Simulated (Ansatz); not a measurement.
A calculation with Ansatz (development build ahead of 0.2.0).

```yaml
crystal:
  periodic: [false, false, false]
  atoms:
    - { symbol: C, position_ang: [0.0, -0.29428, -2.34345] }
    - { symbol: C, position_ang: [0.0, 0.47579, -1.17518] }
    - { symbol: C, position_ang: [0.0, -0.28791, 0.0] }
    - { symbol: C, position_ang: [0.0, 0.47579, 1.17518] }
    - { symbol: C, position_ang: [0.0, -0.29428, 2.34345] }
    - { symbol: H, position_ang: [0.0, 0.28495, -3.17419] }
    - { symbol: H, position_ang: [0.81642, -0.89388, -2.38937] }
    - { symbol: H, position_ang: [-0.81642, -0.89388, -2.38937] }
    - { symbol: H, position_ang: [-0.8093, 1.09065, -1.17224] }
    - { symbol: H, position_ang: [0.8093, 1.09065, -1.17224] }
    - { symbol: H, position_ang: [0.80988, -0.90382, 0.0] }
    - { symbol: H, position_ang: [-0.80988, -0.90382, 0.0] }
    - { symbol: H, position_ang: [-0.8093, 1.09065, 1.17224] }
    - { symbol: H, position_ang: [0.8093, 1.09065, 1.17224] }
    - { symbol: H, position_ang: [0.0, 0.28495, 3.17419] }
    - { symbol: H, position_ang: [-0.81642, -0.89388, 2.38937] }
    - { symbol: H, position_ang: [0.81642, -0.89388, 2.38937] }
basis:
  gaussian: { orbitals: cc-pVDZ }
hamiltonian:
  xc: hf
```

The input is written out in the form of the current development build from the run's settings.

Results

```json
{
  "Converged": "yes",
  "Total energy": "-196.23954 hartree",
  "Spin squared of the determinant": "0.000"
}
```

Caution: no unrestricted run beside it, a lower state can exist.
